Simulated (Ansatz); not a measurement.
System: fcc Cu. Method: PBE in Ansatz (PAW).

Run with plane-wave cutoff 520 eV, 20×20×20 k mesh, Fermi–Dirac smearing 0.1 eV, perturbation theory, no spin polarisation, scalar-relativistic PAW data made under PBE.

Computed at the level's own relaxed cell.

```cif
data_Cu
_chemical_formula_sum 'Cu1'
_space_group_name_H-M_alt 'P 1'
_space_group_IT_number 1
_cell_length_a 2.56622
_cell_length_b 2.56622
_cell_length_c 2.56622
_cell_angle_alpha 60.000
_cell_angle_beta 60.000
_cell_angle_gamma 60.000
loop_
_space_group_symop_operation_xyz
  'x, y, z'
loop_
_atom_site_label
_atom_site_type_symbol
_atom_site_fract_x
_atom_site_fract_y
_atom_site_fract_z
_atom_site_occupancy
Cu1 Cu 0.00000 0.00000 0.00000 1
```

Harmonic phonon frequencies (cm⁻¹; i marks an imaginary mode):

```csv
q point,frequencies
X,168 168 238
L,113 113 242
W,(withheld)
```

### Question
Fill in the missing entries.

### Answer

- W, frequencies: 164 202 202

No imaginary mode appears at these points.

Ansatz is a first-principles code.
